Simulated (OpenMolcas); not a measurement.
**How methods differ on SiH2S (SMILES [SiH]S)**

SiH2S: 4 atoms, total charge 0, spin state singlet. SMILES: `[SiH]S`. The coordinates come from a PBE0-D4/def2-TZVP relaxation.

Quantity: the vertical energy of the triplet above the singlet, in eV. The values are calculated.

| level | kind | program | value (eV) | less FCI/STO-3G | CPU time (all runs) |
| --- | --- | --- | --- | --- | --- |
| HF/STO-3G | Hartree–Fock | OpenMolcas | 1.82 | -0.49 | 3.4 s |
| SVWN5/STO-3G | LDA | OpenMolcas | 2.72 | +0.41 | 7.7 s |
| PBE/STO-3G | GGA | OpenMolcas | 2.62 | +0.31 | 9.8 s |
| r2SCAN/STO-3G | meta-GGA | OpenMolcas | 2.47 | +0.16 | 14 s |
| PBE0/STO-3G | global hybrid | OpenMolcas | 2.46 | +0.15 | 9.7 s |
| CASSCF(2,2)/STO-3G | multireference | OpenMolcas | 2.14 | -0.17 | 3.4 s |
| MRCI(2,2)/STO-3G | multireference | OpenMolcas | 2.27 | -0.04 | 3.5 s |
| FCI/STO-3G, open shells restricted | exact in the basis | OpenMolcas | 2.31 | 0.00 | 8.5 s |

FCI/STO-3G, open shells restricted is exact within its basis and frozen core, so for wave-function methods in that basis the difference is their error; functionals converge differently with the basis, so for them it is only a difference. The values span 1.82 to 2.72 eV. All rows use very small basis sets, so even the best lies far from the true value. Times are those of the runs behind each value, whatever else they computed, on shared processors of several kinds: orders of magnitude only.
